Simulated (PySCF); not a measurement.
Optical rotation: `CSSC`, C$_{2}$H$_{6}$S$_{2}$

Cartesian coordinates in Å; atom numbers follow the order of the lines, from 1:
```xyz
10

C     1.853   -0.064   -0.226
S     0.863    0.233    1.263
S    -0.761    1.253    0.516
C    -1.874   -0.090    0.025
H     2.766   -0.578    0.110
H     2.128    0.884   -0.708
H     1.324   -0.711   -0.940
H    -1.446   -0.691   -0.790
H    -2.114   -0.732    0.883
H    -2.795    0.393   -0.336
```

Computed with TDDFT CAM-B3LYP/def2-SVPD circular dichroism and optical rotation, one conformer, gas phase (PySCF). Geometry: PBE0-D3(BJ)/def2-SVP.

No stereocentre is labelled: unless the shape is locked (an allene, a helicene, a hindered biaryl), the mirror image is equally populated and a measured rotation or CD is zero. Singlets 3 and 4 lie within 0.01 eV of each other, so their separate moments and overlaps can depend on how they mix.

Question: What is the specific rotation at 633, 589.3, 546, 436, 405, 365, 355 nm?

Answer: [α] in deg dm⁻¹ (g/mL)⁻¹:
```tsv
λ (nm)	origin-invariant length gauge	modified velocity gauge	length gauge (centre of mass)	isotropic polarisability (au)
633	+679.6	+710.5	+679.8	71.4
589.3	+800.9	+837.5	+801.0	71.8
546	+958.2	+1002.5	+958.4	72.2
436	+1684.8	+1766.6	+1684.8	73.9
405	+2062.4	+2165.3	+2062.2	74.7
365	+2809.1	+2956.7	+2808.5	76.1
355	+3071.0	+3235.3	+3070.1	76.6
```

Question: And for the mirror image at 589.3 nm?

Answer: -800.9 deg dm⁻¹ (g/mL)⁻¹ (origin-invariant length gauge): the same size and the opposite sign.

Question: What is the molar rotation [Φ] = [α]·M/100 of the geometry above at 589.3 nm?

Answer: With M = 94.19 g/mol, +754.4 deg cm² dmol⁻¹ (origin-invariant length gauge).

The first excitation lies at 4.83 eV (257 nm) with R = +19.1 × 10⁻⁴⁰ esu² cm² (velocity form).
